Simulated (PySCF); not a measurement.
Molecular orbitals of OH

B3LYP at R = 0.975 Å; PySCF, no relativity, basis sets H 6-31G(d,p), O 6-31G(d,p). State: ²Π (doublet), unpaired electrons π ↑. Only the outer orbitals are listed, counted within each symmetry.

```tsv
spin	orbital	occ.	ε (eV)	on H (%)	main shells (%)
α	2σ	1	-27.40	11	86 O s, 10 H s
α	3σ	1	-12.64	20	68 O p, 20 H s, 11 O s
α	1π	1	-10.96	0	100 O p
α	1π	1	-8.93	1	99 O p
α	4σ	0	2.03	102	101 H s, 9 O p
α	5σ	0	20.39	71	67 H s, 18 O p, 13 O d
α	2π	0	22.25	0	100 O p
β	2σ	1	-25.48	14	82 O s, 13 H s
β	3σ	1	-11.93	21	66 O p, 20 H s, 14 O s
β	1π	1	-8.20	1	99 O p
β	1π	0	-4.17	1	99 O p
β	4σ	0	2.27	99	99 H s, 10 O p
β	5σ	0	20.59	72	68 H s, 17 O p, 13 O d
```

Problem. Which are the highest filled and the lowest empty level, where do they sit, and how wide is the gap?

Solution. Highest filled β 1π at -8.20 eV (in %: 99 O p); lowest empty β 1π at -4.17 eV (in %: 99 O p); the gap at B3LYP is 4.03 eV. Both belong to one degenerate shell, split only by its one-sided filling, so this is no excitation gap.

- bond order (Mayer): 0.88
- ⟨S²⟩: 0.752
- charge on H (Mulliken, basis-dependent): 0.33
- charge on H (Löwdin, basis-dependent): 0.16
- dipole moment (positive dipole means H(−)O(+)): -1.74 D
- polarisability along the bond: 6.2 bohr³
- polarisability across the bond: 2.6 bohr³

Shares are Mulliken populations and can fall outside 0 to 100 %.

The state was picked by a PBE0 search and need not be the measured ground state.
